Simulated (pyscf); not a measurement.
PySCF, gas phase, ωB97X-D3(BJ)/def2-SVP geometries.

Question: HO–SiH(OH)–OH + NH₃ → H₂O + H₂N–SiH(OH)–OH
Surface: singlet. Broken: O–Si, H–N. Formed: H–O, N–Si. Give ΔE‡ and ΔE from ωB97M-D3(BJ)/def2-TZVP, relative to the separated reactants.

Answer: ΔE‡ = 27.5 kcal/mol, ΔE = +12.1 kcal/mol. Zero-point energy shifts the barrier by +1.3 kcal/mol. It is a four-centre exchange, with an imaginary mode of 733i cm⁻¹. On the reactant side the descent ends in an adduct with a N–Si contact (not fully relaxed), 3.5 kcal/mol under the separated species and 30.9 kcal/mol under the saddle at ωB97X-D3(BJ)/def2-TZVP. On the product side the descent ends in a bound adduct, 10.8 kcal/mol under the separated species and 26.4 kcal/mol under the saddle at ωB97X-D3(BJ)/def2-TZVP. What is counted as formed (N–Si) is already present as a longer contact in the reactant adduct; forming that adduct is a step of its own. This is the saddle that the search found; another between the same sides may lie lower.
